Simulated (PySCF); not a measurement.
Task: What does the PBE0-D3(BJ)/def2-SVP structure of `[BH3-]OC` look like in three dimensions? (Charge -1.)

Result: 
```xyz
9
CH6BO angstrom
B      0.8808    0.4377   -0.6046
O     -0.4491    0.5811   -1.2539
C     -1.4892    0.1322   -0.5026
H      1.1316   -0.7763   -0.3453
H      0.9272    1.0823    0.4846
H      1.7571    0.8796   -1.3783
H     -1.4153   -0.9543   -0.2378
H     -2.4568    0.2640   -1.0386
H     -1.5932    0.6600    0.4806
```

Orientation and origin are arbitrary. Atoms count from 1 in this order. B1 (four-coordinate boron) is tetrahedral (angles from 107.7° to 111.1°).

Bonds between heavy atoms (Å): B1–O2 1.487, O2–C3 1.359.

Level of theory: PBE0-D3(BJ)/def2-SVP geometry optimisation, gas phase (PySCF 2.14.0).

Point group: Cs (tolerance 0.08 Å). Stationary, but not proved a minimum. The geometry's basis has no diffuse functions, a weakness for an anion.

On an x86-64 server with one thread, no GPU, shared host, this took 6.2 s wall. These figures are those of the optimisation.
